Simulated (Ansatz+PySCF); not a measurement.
Two shapes of doublet CH2O(+).

Shape 1:

```xyz
4

O     0.0000    0.0000   -1.1718
C     0.0000    0.0000    0.0150
H     0.0000    0.9679    0.5784
H     0.0000   -0.9679    0.5784
```

Shape 2:

```xyz
4

O     0.0000    0.0000   -1.1592
C     0.0000    0.0000    0.0276
H     0.0000    0.9247    0.5658
H     0.0000   -0.9247    0.5658
```

Basis set: cc-pVTZ (spherical functions). Correlated methods keep 2 orbitals frozen. Correlation on ROHF uses semicanonical orbitals with singles. Charge 1, multiplicity 2.

Computed with Ansatz (development build ahead of 0.2.0) and PySCF 2.14.0; each method stands on the lowest determinant of its kind that the runs found.

Which shape is lower in energy, and by how much in each method?

```json
{"method": "UHF", "E(2) − E(1) (eV)": "-0.010"}
{"method": "ROHF-MP2", "E(2) − E(1) (eV)": "0.041"}
{"method": "UHF-MP2", "E(2) − E(1) (eV)": "0.045"}
{"method": "ROHF-CCSD(T)", "E(2) − E(1) (eV)": "0.065"}
{"method": "UHF-CCSD(T)", "E(2) − E(1) (eV)": "0.065"}
```

The methods disagree on the order. Caution for ROHF-MP2, ROHF-CCSD(T): large amplitudes, a single reference is doubtful.
